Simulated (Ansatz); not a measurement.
System (SMILES): Cl[CH2] (CH2-Cl), doublet.
Atoms: C1, Cl2, H3, H4. Bonds: C1-Cl2, C1-H3, C1-H4.

Basis-set convergence of the optimised C1-H3 bond length at PBE with Ansatz (an electronic-structure program). Cartesian d functions, on some or all atoms, in 6-31G*, 6-31G**, 6-311G**; all else is spherical. The program fits the integrals of some runs and decomposes those of others, by size. Core-valence sets carry the plain set on hydrogen. Open shells are unrestricted. No added dispersion term, no relativity. Reference: the value in def2-QZVPPD, 1.0843 Å. Deviations are taken from unrounded values.

```
basis       functions  optimised C1-H3 bond length (Å)  minus reference (Å)
----------  ---------  -------------------------------  -------------------
STO-3G             16                           1.1003               0.0160
6-31G              26                           1.0862               0.0019
def2-SV(P)         36                           1.1004               0.0161
6-31G*             38                           1.0887               0.0044
def2-SVP           42                           1.0978               0.0135
6-31G**            44                           1.0879               0.0036
6-311G**           57                           1.0857               0.0014
def2-TZVP          80                           1.0856               0.0013
def2-TZVPP        101                           1.0848               0.0005
cc-pCVTZ          130                           1.0847               0.0004
def2-QZVPP        187                           1.0843               0.0000
```

The smallest set listed that lies within 0.01 Å of the reference with all its larger relatives (same family, alike in diffuse functions; a set with none counts only in the reference's own line) is 6-31G (26 functions, 0.0019 Å off). Inside, with no larger relative to test it: cc-pCVTZ.
